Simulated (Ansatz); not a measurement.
Start from `CC(O)(F)CF` and change one atom or group to get `OC(O)(F)CF`.

Ansatz, PBE0-D4/def2-TZVP geometries, multiplicity 1. Each molecule was computed in one conformer, which needn't be the lowest.

```
                                                                                  property  `CC(O)(F)CF`
                                            size of the dipole moment (PBE/def2-TZVPP) / D          2.07
ideal-gas entropy at 298 K and 1 bar (rigid rotor, harmonic PBE0-D4/def2-TZVP) / J/(mol·K)           330
                                                         LUMO energy (PBE/def2-TZVPP) / eV          0.22
                                                       HOMO energy (B3LYP/def2-TZVPP) / eV         -8.75
                                                     HOMO energy (ωB97M-V/def2-TZVPP) / eV        -11.43
                                            zero-point energy (PBE0-D4/def2-TZVP) / kJ/mol         245.8
```

**Question.** Give the same properties after the change, and the shifts. (Best estimate.)

**Answer.** The calculation gave: 
| property | `OC(O)(F)CF` | shift |
| --- | --- | --- |
| size of the dipole moment (PBE/def2-TZVPP) / D | 0.96 | -1.11 |
| ideal-gas entropy at 298 K and 1 bar (rigid rotor, harmonic PBE0-D4/def2-TZVP) / J/(mol·K) | 326 | -4 |
| LUMO energy (PBE/def2-TZVPP) / eV | 0.22 | 0.00 |
| HOMO energy (B3LYP/def2-TZVPP) / eV | -9.11 | -0.36 |
| HOMO energy (ωB97M-V/def2-TZVPP) / eV | -11.82 | -0.39 |
| zero-point energy (PBE0-D4/def2-TZVP) / kJ/mol | 183.9 | -61.9 |

The zero-point energy changes by -61.9 kJ/mol with -6 modes. Dipoles are sizes alone; their direction can turn.

B3LYP here is the variant with VWN-RPA as its local correlation; programs differ in this.
